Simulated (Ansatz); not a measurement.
# CHMg (doublet): from Hartree-Fock to the top rungs at distance Mg2–H3 = 4.559 Å, 6-31G

The task here is to estimate one member of a computed series from the others.

The runs use Ansatz 0.2.0, Gaussian basis; 6-31G, core rule «outside noble gas», up to 6 orbitals frozen.

The runs, in order: UHF; CCSD(T) on ROHF; CCSD(T) on UHF; BCCD(T) on ROHF; CISD as a restricted active space (open shells left free, so some higher excitations enter); CCSDT(Q) on ROHF; CCSDT(Q) on UHF; CISDTQ; CCSDTQ on ROHF; CCSDTQ on UHF; CASSCF and MRCISD+Q, 3 electrons in 3 orbitals; CASSCF and NEVPT2, 3 electrons in 3 orbitals; CASSCF and MRCISD+Q, 7 electrons in 9 orbitals; CASSCF and NEVPT2, 7 electrons in 9 orbitals; Full CI; Full CI in the symmetry of the determinant.

18 further runs of the same task are left out: 5 for a known fault of the program, 10 that didn't finish, 3 set aside as unsound or not needed. Runs told in other sessions of the task aren't counted.

## The geometry

The geometry derives from a PBE0/def2-TZVP stationary point (not a proven minimum). One bond is set to the value named and the two fragments are kept rigid.

3 atoms, charge 0, spin multiplicity 2.

Atoms are counted from 1 here; the program's logs count them from 0.

Bond lengths: C1–Mg2 2.097 Å.

Set-up of the first run:

The input, in.yaml:

```yaml
crystal:
  periodic: [false, false, false]
  atoms:
    - {symbol: C, position_ang: [0.000000, 0.000000, -2.917614]}
    - {symbol: Mg, position_ang: [0.000000, 0.000000, -0.820693]}
    - {symbol: H, position_ang: [0.000000, 0.000000, 3.738307]}
basis:
  gaussian: {orbitals: 6-31G}
magnetization: {spin_polarized: true, initial_magnetization: 1}
hamiltonian: {xc: hf}
output: {orbitals: {seedname: orbitals}}
```

Command:

```
$ ansatz run in.yaml --threads 1 --pin off --events-out ev --progress --plain --max-ram 2393MiB
```

Steps of the session up to this table: UHF; CCSD(T) on ROHF; CCSD(T) on UHF; BCCD(T) on ROHF; CISD as a restricted active space (open shells left free, so some higher excitations enter); CCSDT(Q) on ROHF; CCSDT(Q) on UHF; CISDTQ; CCSDTQ on ROHF; CCSDTQ on UHF; CASSCF and MRCISD+Q, 3 electrons in 3 orbitals; CASSCF and NEVPT2, 3 electrons in 3 orbitals; CASSCF and MRCISD+Q, 7 electrons in 9 orbitals; CASSCF and NEVPT2, 7 electrons in 9 orbitals; Full CI; Full CI in the symmetry of the determinant.

One table of the session follows, with a row left open; its other results are not shown here.

| method | from FCI (meV) |
| --- | --- |
| UHF | +1581.4 |
| UMP2 | +589.8 |
| UCCSD | +123.8 |
| UCCSD(T) | +64.7 |
| UCCSDT | +5.7 |
| UCCSDT(Q) | -5.5 |
| UCCSDTQ | ? |
| CASSCF valence | +594.1 |
| NEVPT2 valence | +205.9 |
| MRCISD valence | +55.3 |
| MRCISD+Q valence | +45.5 |
| FCI | 0 |

**Question.** Estimate the row for UCCSDTQ.

The run gave: from FCI (meV): -6.5. In the column «from FCI (meV)» it is the lowest.

Left out of the table: CASSCF pair, NEVPT2 pair, MRCISD pair, MRCISD+Q pair (the active space lost an orbital or holds another state than full CI finds).

To keep in mind: The report flags that the cluster equations may have other roots. The determinant of CCSDTQ (⟨S²⟩ 2.65) is far from a pure spin state, so its energy mixes those of several spin states; high orders of coupled cluster remove much of that, low ones don't. Left out of the table: ROHF, RMP2, CISD, RCCSD, RCCSD(T), BCCD(T), RCCSDT, CISDTQ, RCCSDT(Q), RCCSDTQ (another determinant or state than the rows shown). UCCSDT(Q), UCCSDTQ fall below full CI: unrestricted runs freeze a spin-polarised core, another one than full CI's, and coupled cluster isn't variational. Levels on UHF freeze UHF's core orbitals, full CI those of ROHF, so the U rows can settle a little off it for that reason alone.
